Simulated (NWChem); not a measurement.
System: carbon tetrachloride (CCl4); SMILES C(Cl)(Cl)(Cl)Cl

Input file for NWChem:

```
start job
memory heap 200 mb stack 900 mb global 1100 mb
geometry units angstroms noautosym nocenter noautoz
  Cl     1.375923    -1.140267    -0.069627
  C     -0.000033     0.000047     0.000003
  Cl     0.616392     1.678535     0.001892
  Cl    -1.051770    -0.247015    -1.425003
  Cl    -0.940542    -0.291385     1.492664
end
basis spherical
  * library 6-31g*
end
dft
  xc hfexch
  iterations 150
  mulliken
end
task dft energy
esp
  recalculate
  probe 0.07
  range 0.3
  factor 1.0
  spacing 0.02
end
task esp
```

Output (shortened):

```
             Northwest Computational Chemistry Package (NWChem) 7.3.0
             --------------------------------------------------------

                             Geometry "geometry" -> ""
                             -------------------------

 Output coordinates in angstroms (scale by  1.889725989 to convert to a.u.)

  No.       Tag          Charge          X              Y              Z
 ---- ---------------- ---------- -------------- -------------- --------------
    1 Cl                  17.0000     1.37592300    -1.14026700    -0.06962700
    2 C                    6.0000    -0.00003300     0.00004700     0.00000300
    3 Cl                  17.0000     0.61639200     1.67853500     0.00189200
    4 Cl                  17.0000    -1.05177000    -0.24701500    -1.42500300
    5 Cl                  17.0000    -0.94054200    -0.29138500     1.49266400

 Effective nuclear repulsion energy (a.u.)     434.9623157030

  xc_inp: hfexch multiplicative factor not found.

                                 NWChem DFT Module
                                 -----------------

 Summary of "ao basis" -> "ao basis" (spherical)
 ------------------------------------------------------------------------------
       Tag                 Description            Shells   Functions and Types
 ---------------- ------------------------------  ------  ---------------------
 Cl                          6-31g*                  8       18   4s3p1d
 C                           6-31g*                  6       14   3s2p1d

            General Information
            -------------------
          SCF calculation type: DFT
          Wavefunction type:  closed shell.
          No. of atoms     :     5
          No. of electrons :    74
           Alpha electrons :    37
            Beta electrons :    37
          Charge           :     0
          Spin multiplicity:     1
          Use of symmetry is: off; symmetry adaption is: off
          Maximum number of iterations: 150
          AO basis - number of functions:    86
                     number of shells:    38
          Convergence on energy requested:  1.00D-06
          Convergence on density requested:  1.00D-05
          Convergence on gradient requested:  5.00D-04

              XC Information
              --------------
                     Hartree-Fock (Exact) Exchange  1.000

      Superposition of Atomic Density Guess
      -------------------------------------

 Sum of atomic energies:       -1875.46258502

      Non-variational initial energy
      ------------------------------

 Total energy =   -1876.556417
 1-e energy   =   -3459.387810
 2-e energy   =    1147.869077
 HOMO         =      -0.380191
 LUMO         =      -0.014057

     ---------------------------------------------
      Total Density - Mulliken Population Analysis
     ---------------------------------------------

    Atom       Charge   Shell Charges
 -----------   ------   -------------------------------------------------------
    1 Cl  17    17.19   2.00  2.00  5.98  1.38  3.64  0.53  1.64  0.01
    2 C    6     5.25   2.00  0.56  1.06  0.68  0.88  0.06
    3 Cl  17    17.19   2.00  2.00  5.98  1.38  3.64  0.53  1.64  0.01
    4 Cl  17    17.19   2.00  2.00  5.98  1.38  3.64  0.53  1.64  0.01
    5 Cl  17    17.19   2.00  2.00  5.98  1.38  3.64  0.53  1.64  0.01

   convergence    iter        energy       DeltaE   RMS-Dens  Diis-err
 ---------------- ----- ----------------- --------- --------- ---------
 d= 0,ls=0.0,diis     1  -1875.5161542780 -2.31D+03  1.63D-02  1.47D+00
 d= 0,ls=0.0,diis     2  -1875.5716149135 -5.55D-02  7.49D-03  1.46D+00
 d= 0,ls=0.0,diis     3  -1875.7347363546 -1.63D-01  2.11D-03  7.20D-03
 d= 0,ls=0.0,diis     4  -1875.7368996074 -2.16D-03  5.77D-04  2.62D-04
 d= 0,ls=0.0,diis     5  -1875.7370111626 -1.12D-04  6.13D-05  9.76D-06
  Resetting Diis
 d= 0,ls=0.0,diis     6  -1875.7370135310 -2.37D-06  1.90D-05  6.21D-07
 d= 0,ls=0.0,diis     7  -1875.7370136898 -1.59D-07  1.30D-06  5.94D-09

         Total DFT energy =    -1875.737013689819
      One electron energy =    -3458.142830402615
           Coulomb energy =     1262.847425331286
    Exchange-Corr. energy =     -115.403924321470
 Nuclear repulsion energy =      434.962315702980

 Numeric. integr. density =        0.000000000000

                       DFT Final Molecular Orbital Analysis
                       ------------------------------------

 Vector   35  Occ=2.000000D+00  E=-4.657435D-01
              MO Center= -1.6D-01,  3.0D-01,  2.8D-01, r^2= 4.2D+00
   Bfn.  Coefficient  Atom+Function         Bfn.  Coefficient  Atom+Function
  ----- ------------  ---------------      ----- ------------  ---------------
    76     -0.393678  5 Cl py                41      0.387412  3 Cl pz
    57      0.241257  4 Cl px                39     -0.230291  3 Cl px
    80     -0.218013  5 Cl py                45      0.214541  3 Cl pz
     8      0.201020  1 Cl py                59     -0.196913  4 Cl pz
    77     -0.188569  5 Cl pz                75     -0.177228  5 Cl px

 Vector   36  Occ=2.000000D+00  E=-4.657407D-01
              MO Center=  2.0D-01,  6.6D-02, -5.2D-01, r^2= 4.1D+00
   Bfn.  Coefficient  Atom+Function         Bfn.  Coefficient  Atom+Function
  ----- ------------  ---------------      ----- ------------  ---------------
    58      0.458715  4 Cl py                39      0.307818  3 Cl px
     9     -0.288188  1 Cl pz                41      0.279420  3 Cl pz
    62      0.254031  4 Cl py                 8     -0.239233  1 Cl py
     7     -0.212801  1 Cl px                54     -0.174706  4 Cl py
    43      0.170464  3 Cl px                13     -0.159595  1 Cl pz

 Vector   37  Occ=2.000000D+00  E=-4.657382D-01
              MO Center= -3.4D-02, -3.7D-01,  2.3D-01, r^2= 4.2D+00
   Bfn.  Coefficient  Atom+Function         Bfn.  Coefficient  Atom+Function
  ----- ------------  ---------------      ----- ------------  ---------------
     9      0.380886  1 Cl pz                75     -0.364683  5 Cl px
    57      0.275598  4 Cl px                76      0.236777  5 Cl py
    39      0.231091  3 Cl px                13      0.210934  1 Cl pz
    59     -0.210878  4 Cl pz                79     -0.201954  5 Cl px
     8     -0.194835  1 Cl py                77     -0.183526  5 Cl pz

 Vector   38  Occ=0.000000D+00  E= 8.270137D-02
              MO Center=  3.9D-04, -7.4D-04, -2.7D-04, r^2= 4.7D+00
   Bfn.  Coefficient  Atom+Function         Bfn.  Coefficient  Atom+Function
  ----- ------------  ---------------      ----- ------------  ---------------
    24      1.723370  2 C  s                 44      0.456554  3 Cl py
    81      0.406046  5 Cl pz                63     -0.387725  4 Cl pz
    11      0.374635  1 Cl px                10     -0.314860  1 Cl s
    42     -0.314483  3 Cl s                 60     -0.314656  4 Cl s
    78     -0.314544  5 Cl s                 12     -0.310421  1 Cl py

 Vector   39  Occ=0.000000D+00  E= 1.491335D-01
              MO Center=  4.4D-01, -4.5D-01, -3.6D-02, r^2= 3.9D+00
   Bfn.  Coefficient  Atom+Function         Bfn.  Coefficient  Atom+Function
  ----- ------------  ---------------      ----- ------------  ---------------
    25      1.034961  2 C  px                10     -0.768127  1 Cl s
    11      0.714647  1 Cl px                26     -0.669246  2 C  py
    12     -0.620819  1 Cl py                21      0.398491  2 C  px
    63      0.368135  4 Cl pz                81     -0.351277  5 Cl pz
    60      0.309511  4 Cl s                 78      0.289090  5 Cl s

 Vector   40  Occ=0.000000D+00  E= 1.491811D-01
              MO Center= -4.5D-01, -3.2D-02, -2.6D-01, r^2= 4.0D+00
   Bfn.  Coefficient  Atom+Function         Bfn.  Coefficient  Atom+Function
  ----- ------------  ---------------      ----- ------------  ---------------
    27      1.136241  2 C  pz                60      0.706232  4 Cl s
    63      0.657543  4 Cl pz                61      0.569616  4 Cl px
    78     -0.462798  5 Cl s                 23      0.437398  2 C  pz
    79     -0.401723  5 Cl px                81      0.397271  5 Cl pz
    26      0.386668  2 C  py                44      0.342685  3 Cl py

     ---------------------------------------------
      Total Density - Mulliken Population Analysis
     ---------------------------------------------

    Atom       Charge   Shell Charges
 -----------   ------   -------------------------------------------------------
    1 Cl  17    16.91   2.00  2.00  5.98  1.38  3.54  0.56  1.42  0.03
    2 C    6     6.36   2.00  0.64  1.73  0.81  1.09  0.09
    3 Cl  17    16.91   2.00  2.00  5.98  1.38  3.54  0.56  1.42  0.03
    4 Cl  17    16.91   2.00  2.00  5.98  1.38  3.54  0.56  1.42  0.03
    5 Cl  17    16.91   2.00  2.00  5.98  1.38  3.54  0.56  1.42  0.03

     -------------------------------------------
      Total Density - Lowdin Population Analysis
     -------------------------------------------

    Atom       Charge   Shell Charges
 -----------   ------   -------------------------------------------------------
    1 Cl  17    16.94   2.00  1.99  5.91  1.16  3.31  0.68  1.85  0.04
    2 C    6     6.23   1.99  0.59  1.62  0.49  1.39  0.17
    3 Cl  17    16.94   2.00  1.99  5.91  1.16  3.31  0.68  1.85  0.04
    4 Cl  17    16.94   2.00  1.99  5.91  1.16  3.31  0.68  1.85  0.04
    5 Cl  17    16.94   2.00  1.99  5.91  1.16  3.31  0.68  1.85  0.04

     Multipole analysis of the density
     ---------------------------------

     L   x y z        total         alpha         beta         nuclear
     -   - - -        -----         -----         ----         -------
     0   0 0 0     -0.000000    -37.000000    -37.000000     74.000000

     1   1 0 0     -0.000163      0.000057      0.000057     -0.000278
     1   0 1 0      0.000329      0.002019      0.002019     -0.003708
     1   0 0 1      0.000105      0.001224      0.001224     -0.002343

     2   2 0 0    -41.560861   -150.208343   -150.208343    258.855824
     2   1 1 0      0.000588      0.013080      0.013080     -0.025573
     2   1 0 1     -0.000058     -0.006921     -0.006921      0.013783
     2   0 2 0    -41.560284   -150.197965   -150.197965    258.835646
     2   0 1 1     -0.000300      0.011191      0.011191     -0.022682
     2   0 0 2    -41.560414   -150.195622   -150.195622    258.830830

                     NWChem Electrostatic Potential Fit Module
                     -----------------------------------------

 Atom parameters

 Number of atoms is                                    5
 Number of basis functions is                         86

 Grid parameters

 Maximum number of grid points is                  27270
 Number of grid points is                          27269
 Grid range                                     0.300000 nm
 Grid spacing                                   0.020000 nm
 Probe radius                                   0.070000 nm
 Atom radius factor                             1.000000

 Atomic radii

    6    0.147000
   17    0.169000
 FASTESP  F
  using M.O. file = ./job.movecs

    Atom              Coordinates                           Charge

                                                  ESP

    1 Cl    0.137592   -0.114027   -0.006963   -0.066198
    2 C    -0.000003    0.000005    0.000000    0.264785
    3 Cl    0.061639    0.167854    0.000189   -0.066209
    4 Cl   -0.105177   -0.024702   -0.142500   -0.066866
    5 Cl   -0.094054   -0.029139    0.149266   -0.065512
                                            ------------
                                               -0.000000

 Dipole moment                                  0.003745

 Quadrupole moment Qxx                         -0.001763
                   Qyy                         -0.000233
                   Qzz                          0.001996

 RMS deviation kJ/mol                           0.139687

 RRMS %                                        95.003717
```

Level: Hartree-Fock/6-31G* (spherical d). Structure relaxed at the PBE-D3(BJ)/def2-SVP level.
